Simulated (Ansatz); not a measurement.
**C4H4O: a ladder of functionals and wavefunction methods**

The task here is to estimate one member of a computed series from the others.

Method: functionals in def2-TZVPP, the program's frozen cores in correlated methods; program: Ansatz 0.2.0, Gaussian basis.

The runs, in order: LDA (SPW92), PBE-D4, revPBE-D4, BLYP-D4, r2SCAN-D4, B97M-V, PBE0-D4, B3LYP-D4, r2SCANh-D4, r2SCAN0-D4, HSE06-D4, BHLYP-D4, CAM-B3LYP-D4, LC-ωPBE, ωB97X-V, ωB97M-V, B2PLYP, PBE-QIDH; CCSD(T)/def2-SVP; CCSD(T)/def2-TZVPP; MP2/def2-QZVPP; extrapolation to the limit; RPA on PBE.

## The relaxed structure

All runs share one geometry, relaxed beforehand with PBE0-D4 in a triple-zeta def2 set.

9 atoms, charge 0, spin multiplicity 1.

Atoms are counted from 1 here; the program's logs count them from 0.

Bond lengths: C1–C2 1.445 Å, C1–H6 1.093 Å, C1–H7 1.092 Å, C1–H8 1.093 Å, C2–C3 1.205 Å, C3–C4 1.437 Å, C4–O5 1.205 Å, C4–H9 1.107 Å. Angles: C2–C1–H6 110.8°, C2–C1–H7 111.1°, C2–C1–H8 110.2°, H6–C1–H7 108.6°, H6–C1–H8 107.8°, H7–C1–H8 108.2°, C1–C2–C3 179.1°, C2–C3–C4 177.6°, C3–C4–O5 124.4°, C3–C4–H9 114.5°, O5–C4–H9 121.2°.

The first run:

Contents of in.yaml:

```yaml
crystal:
  periodic: [false, false, false]
  atoms:
    - {symbol: C, position_ang: [-0.794275, -1.511978, -0.616872]}
    - {symbol: C, position_ang: [-0.146294, -0.316164, -0.128398]}
    - {symbol: C, position_ang: [0.410039, 0.676875, 0.268347]}
    - {symbol: C, position_ang: [1.021099, 1.877620, 0.768991]}
    - {symbol: O, position_ang: [2.176090, 2.175415, 0.598872]}
    - {symbol: H, position_ang: [-1.420605, -1.957800, 0.159347]}
    - {symbol: H, position_ang: [-0.059912, -2.252684, -0.940532]}
    - {symbol: H, position_ang: [-1.436154, -1.272382, -1.468650]}
    - {symbol: H, position_ang: [0.338512, 2.534899, 1.341696]}
basis:
  gaussian: {orbitals: def2-TZVPP}
hamiltonian: {xc: lda}
output: {orbitals: {seedname: orbitals}}
```

Started as:

```bash
> ansatz run in.yaml --threads 2 --pin off --events-out ev --progress --plain --max-ram 4352MiB
```

Among the steps run: LDA; PBE-D4 (GGA); revPBE-D4 (GGA); BLYP-D4 (GGA); r2SCAN-D4 (meta-GGA); B97M-V (meta-GGA); B3LYP-D4 (hybrid); r2SCANh-D4 (hybrid); r2SCAN0-D4 (hybrid); HSE06-D4 (hybrid); BHLYP-D4 (hybrid); CAM-B3LYP-D4 (range-separated); LC-ωPBE (range-separated); ωB97X-V (range-separated); ωB97M-V (range-separated); B2PLYP (double hybrid); PBE-QIDH (double hybrid).

One of the session's tables, all rows but one given; the rest of the session is left out.

It belongs to the step «Orbital energies across the functionals». 

| functional | HOMO (eV) | LUMO (eV) | gap (eV) |
| --- | --- | --- | --- |
| LDA (SPW92) | -6.19 | -3.00 | 3.19 |
| PBE-D4 | -6.07 | -2.75 | 3.32 |
| revPBE-D4 | -6.02 | -2.66 | 3.36 |
| BLYP-D4 | -6.00 | -2.61 | 3.39 |
| r2SCAN-D4 | -6.43 | -2.59 | 3.84 |
| B97M-V | -6.59 | -2.45 | 4.15 |
| PBE0-D4 | ? | ? | ? |
| B3LYP-D4 | -7.57 | -1.99 | 5.58 |
| r2SCANh-D4 | -7.09 | -2.22 | 4.87 |
| r2SCAN0-D4 | -8.08 | -1.67 | 6.42 |
| HSE06-D4 | -7.42 | -2.14 | 5.28 |
| BHLYP-D4 | -9.35 | -0.61 | 8.74 |
| CAM-B3LYP-D4 | -9.35 | -0.60 | 8.75 |
| LC-ωPBE | -10.70 | 0.55 | 11.26 |
| ωB97X-V | -10.38 | 0.51 | 10.89 |
| ωB97M-V | -10.32 | 0.45 | 10.78 |

Q: Estimate the row for PBE0-D4 from the others.

The run gave: HOMO (eV): -7.83; LUMO (eV): -1.76; gap (eV): 6.07. In the column «HOMO (eV)» it lies between r2SCAN0-D4 (-8.08) and B3LYP-D4 (-7.57).
